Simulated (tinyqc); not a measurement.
Worked calculation: Hueckel theory of the pi electrons with the omega technique, for the molecule [CH2-]C=CF (SMILES; centres numbered as the heavy atoms are written). One step of it, computed by the program tinyqc.

Problem. Energy, charges, bond orders. E = sum n x; q_r = z_r - P_rr; bond order p = P_rs; free valence = sqrt(3) - sum of p over the bonds of the atom.

final x values: 3.239276  1.085927  -0.507934  -1.737268

occupations: 2.000000  2.000000  2.000000  0.000000

final P:
```
           1C         2C         3C         4F
1C   1.464247   0.682025  -0.559238   0.081057
2C   0.682025   1.131768   0.711921  -0.103187
3C  -0.559238   0.711921   1.416248   0.084610
4F   0.081057  -0.103187   0.084610   1.987736
```

Centres:
```
centre  z_r, pi electrons of the neutral centre         h
1C                                            1  0.000000
2C                                            1  0.000000
3C                                            1  0.000000
4F                                            2  3.080000
```

Bonds:
```
i  j         k
1  2         1
2  3         1
3  4  0.700000
```

Give: pi energy = 6 alpha + this times beta; pi charges; Bond orders and lengths from R = 1.517 - 0.180 p; free valence of the carbons; gap between the highest filled and the next level.

Solution.

pi energy = 6 alpha + this times beta = 7.6345

pi charges: 1C -0.4642, 2C -0.1318, 3C -0.4162, 4F 0.0123

Bond orders and lengths from R = 1.517 - 0.180 p (angstrom, C-C alone):
```
bond       p       R
1-2   0.6820  1.3942
2-3   0.7119  1.3889
3-4   0.0846       -
```

free valence of the carbons: 1C 1.0500, 2C 0.3381, 3C 0.9355

gap between the highest filled and the next level = 1.2293 |beta|
